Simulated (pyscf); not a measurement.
A first-order saddle from PySCF, ωB97X-D3(BJ)/def2-SVP:

```xyz
7

Se     1.5073     0.8097     1.3554
H     -0.3393     0.1488    -1.3770
H      2.3145     0.7174     0.1352
Si    -0.4989     0.4341     0.0812
H      0.5855    -0.9082     0.3802
H     -1.0307     1.8395     0.1206
H     -1.5430    -0.3720     0.7794
```
Charge 0, spin multiplicity 2.

Surface: doublet, charge 0. Lowest wavenumbers (cm⁻¹): 301i, 139, 331, 503, 666.

**Question.** Which two sides does it connect, and which bonds change?

**Answer.** H₃Si–SeH + H atom (H•) ⇌ SeH• + silane (SiH₄), a substitution at Si read from left to right: Se–Si broken and H–Si formed. At CCSD(T)/def2-TZVPP + ΔMP2(QZVPP) it lies +5.5 kcal/mol from the left side and +20.0 kcal/mol from the right (each side as separated species at their lowest minima found). One saddle was located; it need not be the lowest between these sides. The angle at the attacked Si is 61° (front-side attack). The CCSD(T) − MP2 part came from Ansatz, without density fitting, on the same reference. The frozen core leaves the outer d or s,p core shells of the metals and heavy elements correlated in the MP2 and CC values, and def2-TZVPP describes them poorly, which can shift differences by a few kcal/mol. Left out: the spin-orbit lowering of SeH, which is large for Br, Se, Te and I. Elements up to Kr have no core potential and no relativistic terms here.
